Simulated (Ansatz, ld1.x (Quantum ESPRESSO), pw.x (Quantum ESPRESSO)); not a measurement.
From atom to crystal: TM potential for rubidium (Rb)

ld1.x (Quantum ESPRESSO) 7.5 input, shortened:

```
&input
   title='Rb', zed=37., rel=1, dft='PBE', iswitch=3,
   config='[Kr] 4d-2 5s0.75 5p0.25'
 /
 &inputp
   pseudotype=2, tm=.true., lloc=-1, rcloc=3.35,
   nlcc=.false.
 /
3
5S  1  0   0.75   0.00  2.90  2.90  0.0
5P  2  1   0.25   0.00  3.65  3.65  0.0
4D  3  2  -2.00   0.05  3.95  3.95  0.0
 &test
   configts(1)='5s0.75 5p0.25'
 /
```

Atomic tests: cutoffs needed: 6 Ry and 8 Ry (the cutoffs (Ry, on a coarse ladder) from which the occupation-weighted sum of valence levels, in a spherical-Bessel basis at the reference potential, stays within 10 and 1 mRy of its value at 400 Ry); ghost test: no extra level below or beside the all-electron valence levels (s, p, d, f tested) (spherical-Bessel basis up to 400 Ry, 20 bohr box); largest excitation error: +61 meV (all-electron minus pseudo) for 5s0 5p1, out of 3 test configurations.

Crystal test: bcc Rb in pw.x 7.5, no spin, 8³ k-points, Fermi–Dirac smearing 0.01 Ry, cutoffs 35/140 Ry. The reference is all-electron LAPW (Ansatz 0.2.0) with the same functional, mesh and smearing; V0 and B0 come from Birch–Murnaghan fits to the pressures at five volumes. Errors are pseudo minus all-electron; Δ is the rms difference of the E(V) curves that follow from these fits, minima aligned, over ±6 % about the mean V0. Mesh and smearing are coarse, so the numbers serve the comparison and aren't converged zero-temperature values; the lattice is a test structure that the element need not adopt.

All-electron: a0 = 5.681 Å (V0 = 91.67 Å³/atom), B0 = 2.7 GPa.

How far does the potential miss the all-electron equation of state?

mean pressure error (GPa): +0.02; a0 (Å): 5.701; a0 error (%): +0.36; B0 error (%): -13.8; Δ (meV/atom): 0.5. This is a poor potential for the solid. The logarithmic derivative shows an extra or strongly shifted pseudo pole above the reference energy (s near 0.22 Ry).

```
V (Å³/atom)  P all-electron (GPa)  P pseudo (GPa)
     87.211                  0.15            0.15
     89.506                  0.07            0.08
     91.801                 -0.00            0.02
     94.096                 -0.07           -0.03
     96.391                 -0.12           -0.09
```

At the middle volume, how do free energy and pressure move when the wave cutoff is lowered (ecutrho kept at four times it)?

```csv
cutoff (Ry),shift of F (meV/atom),shift of P (GPa)
16,+1.8,-0.01
21,+0.9,+0.00
28,+0.2,-0.00
```

The run at the middle volume (29 k-points, 12 iterations) took about 9.9 s on one core of a shared host (Neoverse-V1, 32 threads, 247 GiB, load 28).
